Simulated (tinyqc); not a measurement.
Inside a calculation. Method: UHF in the sto-3g basis, for OH-, spin multiplicity 1. The basis has no diffuse functions, so it cannot describe the extra electron: this is an exercise in the method, not the real anion. One step of it, computed by the program tinyqc.

Task: Iteration 2: building the Fock matrix. J_ij = sum D_kl (ij|kl) with D = D(alpha) + D(beta), K_ij = sum D_kl (ik|jl) for each spin; F = H + J - K(s); E = tr D H + tr D J / 2 - 0.5 sum_s tr D(s) K(s) + E_nn.

D(alpha) after iteration 1, order 1O 1s, 1O 2s, 1O 2px, 1O 2py, 1O 2pz, 2H 1s:
$$\begin{pmatrix}
1.060462 & -0.262332 & 0.027197 & 0.018519 & 0.005248 & 0.030319 \\
-0.262332 & 1.164173 & -0.192300 & -0.130945 & -0.007160 & -0.255837 \\
0.027197 & -0.192300 & 0.783629 & -0.147336 & -0.243534 & 0.433305 \\
0.018519 & -0.130945 & -0.147336 & 0.899673 & -0.165833 & 0.295055 \\
0.005248 & -0.007160 & -0.243534 & -0.165833 & 0.855924 & -0.026113 \\
0.030319 & -0.255837 & 0.433305 & 0.295055 & -0.026113 & 0.596229
\end{pmatrix}$$

D(beta) after iteration 1, order 1O 1s, 1O 2s, 1O 2px, 1O 2py, 1O 2pz, 2H 1s:
$$\begin{pmatrix}
1.060462 & -0.262332 & -0.027197 & -0.018519 & 0.005248 & 0.030319 \\
-0.262332 & 1.164173 & 0.192300 & 0.130945 & -0.007160 & -0.255837 \\
-0.027197 & 0.192300 & 0.783629 & -0.147336 & 0.243534 & -0.433305 \\
-0.018519 & 0.130945 & -0.147336 & 0.899673 & 0.165833 & -0.295055 \\
0.005248 & -0.007160 & 0.243534 & 0.165833 & 0.855924 & -0.026113 \\
0.030319 & -0.255837 & -0.433305 & -0.295055 & -0.026113 & 0.596229
\end{pmatrix}$$

core Hamiltonian H = T + V (hartree), order 1O 1s, 1O 2s, 1O 2px, 1O 2py, 1O 2pz, 2H 1s:
$$\begin{pmatrix}
-32.129519 & -7.472819 & 0.000000 & 0.000000 & -0.013433 & -1.448364 \\
-7.472819 & -8.753762 & 0.000000 & 0.000000 & -0.161607 & -3.115153 \\
0.000000 & 0.000000 & -6.925004 & 0.000000 & 0.000000 & 0.000000 \\
0.000000 & 0.000000 & 0.000000 & -6.925004 & 0.000000 & 0.000000 \\
-0.013433 & -0.161607 & 0.000000 & 0.000000 & -7.030807 & -2.247354 \\
-1.448364 & -3.115153 & 0.000000 & 0.000000 & -2.247354 & -4.467877
\end{pmatrix}$$

Two-electron integrals (ij|kl) in chemists' order, unique and non-zero (hartree):
```
(11|11) 4.785065   (21|11) 0.741380   (21|21) 0.136873   (22|11) 1.118947
(22|21) 0.256633   (22|22) 0.817206   (31|31) 0.024477   (32|31) 0.037809
(32|32) 0.180518   (33|11) 1.115814   (33|21) 0.256684   (33|22) 0.817023
(33|33) 0.880159   (41|41) 0.024477   (42|41) 0.037809   (42|42) 0.180518
(43|43) 0.047444   (44|11) 1.115814   (44|21) 0.256684   (44|22) 0.817023
(44|33) 0.785270   (44|44) 0.880159   (51|51) 0.024477   (52|51) 0.037809
(52|52) 0.180518   (53|53) 0.047444   (54|54) 0.047444   (55|11) 1.115814
(55|21) 0.256684   (55|22) 0.817023   (55|33) 0.785270   (55|44) 0.785270
(55|55) 0.880159   (61|11) 0.144496   (61|21) 0.026456   (61|22) 0.049301
(61|33) 0.049205   (61|44) 0.049205   (61|51) 0.001221   (61|52) 0.002289
(61|55) 0.049500   (61|61) 0.005180   (62|11) 0.355989   (62|21) 0.082690
(62|22) 0.292070   (62|33) 0.287072   (62|44) 0.287072   (62|51) 0.006214
(62|52) 0.047720   (62|55) 0.301788   (62|61) 0.016301   (62|62) 0.129876
(63|31) 0.008598   (63|32) 0.050250   (63|53) 0.009882   (63|63) 0.018383
(64|41) 0.008598   (64|42) 0.050250   (64|54) 0.009882   (64|64) 0.018383
(65|11) 0.258280   (65|21) 0.060763   (65|22) 0.229157   (65|33) 0.218789
(65|44) 0.218789   (65|51) 0.012595   (65|52) 0.085644   (65|55) 0.249636
(65|61) 0.012501   (65|62) 0.123782   (65|65) 0.134993   (66|11) 0.499633
(66|21) 0.117941   (66|22) 0.478131   (66|33) 0.458880   (66|44) 0.458880
(66|51) 0.011355   (66|52) 0.120654   (66|55) 0.516034   (66|61) 0.023451
(66|62) 0.269118   (66|65) 0.292762   (66|66) 0.774606
```

nuclear repulsion = 4.11410854 hartree

Give: Coulomb J; exchange K(alpha); exchange K(beta); F(alpha); F(beta); total energy of this density.

Result:

Coulomb J (hartree), order 1O 1s, 1O 2s, 1O 2px, 1O 2py, 1O 2pz, 2H 1s:
$$\begin{pmatrix}
17.8647 & 3.3828 & 0.0000 & 0.0000 & 0.0054 & 0.6545 \\
3.3828 & 8.4092 & 0.0000 & 0.0000 & 0.0820 & 3.0072 \\
0.0000 & 0.0000 & 8.3727 & -0.0280 & 0.0000 & 0.0000 \\
0.0000 & 0.0000 & -0.0280 & 8.3948 & 0.0000 & 0.0000 \\
0.0054 & 0.0820 & 0.0000 & 0.0000 & 8.4364 & 2.3892 \\
0.6545 & 3.0072 & 0.0000 & 0.0000 & 2.3892 & 5.0947
\end{pmatrix}$$

exchange K(alpha) (hartree), order 1O 1s, 1O 2s, 1O 2px, 1O 2py, 1O 2pz, 2H 1s:
$$\begin{pmatrix}
4.9052 & 0.8389 & -0.0006 & -0.0004 & 0.0014 & 0.1696 \\
0.8389 & 1.3508 & -0.0377 & -0.0256 & -0.0107 & 0.4923 \\
-0.0006 & -0.0377 & 0.9745 & -0.1227 & -0.1037 & 0.0878 \\
-0.0004 & -0.0256 & -0.1227 & 1.0712 & -0.0706 & 0.0598 \\
0.0014 & -0.0107 & -0.1037 & -0.0706 & 1.0739 & 0.3782 \\
0.1696 & 0.4923 & 0.0878 & 0.0598 & 0.3782 & 0.6033
\end{pmatrix}$$

exchange K(beta) (hartree), order 1O 1s, 1O 2s, 1O 2px, 1O 2py, 1O 2pz, 2H 1s:
$$\begin{pmatrix}
4.9052 & 0.8389 & 0.0006 & 0.0004 & 0.0014 & 0.1696 \\
0.8389 & 1.3508 & 0.0377 & 0.0256 & -0.0107 & 0.4923 \\
0.0006 & 0.0377 & 0.9745 & -0.1227 & 0.1037 & -0.0878 \\
0.0004 & 0.0256 & -0.1227 & 1.0712 & 0.0706 & -0.0598 \\
0.0014 & -0.0107 & 0.1037 & 0.0706 & 1.0739 & 0.3782 \\
0.1696 & 0.4923 & -0.0878 & -0.0598 & 0.3782 & 0.6033
\end{pmatrix}$$

F(alpha) (hartree), order 1O 1s, 1O 2s, 1O 2px, 1O 2py, 1O 2pz, 2H 1s:
$$\begin{pmatrix}
-19.1699 & -4.9289 & 0.0006 & 0.0004 & -0.0094 & -0.9635 \\
-4.9289 & -1.6954 & 0.0377 & 0.0256 & -0.0689 & -0.6003 \\
0.0006 & 0.0377 & 0.4732 & 0.0947 & 0.1037 & -0.0878 \\
0.0004 & 0.0256 & 0.0947 & 0.3986 & 0.0706 & -0.0598 \\
-0.0094 & -0.0689 & 0.1037 & 0.0706 & 0.3317 & -0.2364 \\
-0.9635 & -0.6003 & -0.0878 & -0.0598 & -0.2364 & 0.0236
\end{pmatrix}$$

F(beta) (hartree), order 1O 1s, 1O 2s, 1O 2px, 1O 2py, 1O 2pz, 2H 1s:
$$\begin{pmatrix}
-19.1699 & -4.9289 & -0.0006 & -0.0004 & -0.0094 & -0.9635 \\
-4.9289 & -1.6954 & -0.0377 & -0.0256 & -0.0689 & -0.6003 \\
-0.0006 & -0.0377 & 0.4732 & 0.0947 & -0.1037 & 0.0878 \\
-0.0004 & -0.0256 & 0.0947 & 0.3986 & -0.0706 & 0.0598 \\
-0.0094 & -0.0689 & -0.1037 & -0.0706 & 0.3317 & -0.2364 \\
-0.9635 & -0.6003 & 0.0878 & 0.0598 & -0.2364 & 0.0236
\end{pmatrix}$$

total energy of this density = -73.602868 hartree

This density is a damped mixture and is not idempotent.
